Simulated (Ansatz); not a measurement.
Two structures of CH5S, doublet, reached by relaxing down either side of one saddle point (PBE0-D4/def2-TZVP). Energies are electronic, without zero-point energy. Computed with Ansatz 0.2.0 (basis: def2-TZVPP and def2-QZVPP); correlated methods freeze the cores; orbitals are unrestricted. Extrapolation: Hartree–Fock as exp(−7.88 √X), correlation as X^−2.97. First:

H1  (0.139, -0.993, -0.024)
S2  (0.630, -2.244, 0.098)
C3  (-0.619, 1.235, -0.191)
H4  (1.746, -1.807, 0.700)
H5  (-1.556, 0.905, -0.619)
H6  (-0.542, 1.393, 0.875)
H7  (0.200, 1.510, -0.839)
(Å)

Second:

```
7
angstrom
H -1.3153 -0.0246 -0.6045
S 1.1994 -2.3243 0.3038
C -0.6276 0.7332 -0.2302
H 1.9440 -1.3453 0.8490
H -1.0651 1.7214 -0.3705
H -0.4474 0.5661 0.8318
H 0.3120 0.6735 -0.7795
```

Which bonds change from the first to the second?

CH₃ + H₂S → CH₄ + HS; bonds formed: H1–C3; bonds broken: H1–S2.

Give the saddle point's structure and its height above each. (Judge from chemistry; the value comes from the calculation.)

Computed: 4.17 kcal/mol above the first and 20.38 kcal/mol above the second (CCSD(T) at an estimated basis limit (MP2 extrapolated from triple and quadruple zeta, plus CCSD(T) − MP2 in triple zeta)).
```csv
atom,x (Å),y (Å),z (Å)
H1,0.0056,-0.6339,-0.0681
S2,0.4989,-1.9719,0.0439
C3,-0.4866,0.9241,-0.1558
H4,1.6027,-1.5491,0.6794
H5,-1.4650,0.7337,-0.5791
H6,-0.4356,1.1848,0.8937
H7,0.2800,1.3124,-0.8140
```

The T1 diagnostic stays at or below 0.014. ⟨S²⟩ of the unrestricted Hartree–Fock references: 0.76 to 0.78 (a pure state has 0.75).

For scale, one of the runs: CCSD(T)/def2-TZVPP, 143 basis functions, launched by `ansatz run in.yaml --threads 2 --pin off --events-out ev --progress --plain --max-ram 4352MiB`. Hardware: 2 CPU threads of an Arm Neoverse V2, shared host. Wall time 33 s; peak host memory 1.8 GiB.
